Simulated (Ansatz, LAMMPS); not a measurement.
**Equilibrium lattice constant a of hcp Zr: levels of theory against measurement**

Reference value: 3.232 Å (measured, 293 K, not corrected to a static lattice; as tabulated in Wikipedia's data pages).

Q: What do Lennard-Jones uff-vdw, PBE, PBE-D4, r²SCAN+rVV10, B3LYP (VWN-RPA form) give, and how far is each from the reference?

A: 
```tsv
level (code)	value (Å)	difference (%)
Lennard-Jones uff-vdw (LAMMPS)	3.036	-6.06
PBE (Ansatz)	3.233	+0.03
PBE-D4 (Ansatz)	3.215	-0.53
r²SCAN+rVV10 (Ansatz)	3.234	+0.06
B3LYP (VWN-RPA form) (Ansatz)	3.282	+1.55
```

Leaving aside Lennard-Jones uff-vdw (doubt noted below): The reference is not for a static lattice or low temperature, so close values are not ranked against it. Off by more than 1.25 %, or 1.75 % on the side where a correction would as a rule narrow the miss (bounds picked here): B3LYP (VWN-RPA form) (+1.55 %).

The reference isn't brought to a static lattice, while the calculations are for one, so the differences are not the levels' errors alone.  Lennard-Jones uff-vdw: this is a force field's van der Waals term alone, without bonds or charges. Cutoffs and k meshes differ between the levels. Ansatz's density-functional and Hartree–Fock values are scalar-relativistic unless marked +SOC, with PAW data made under PBE.

Differences are worked out from the printed values.

Ansatz is an electronic-structure program.
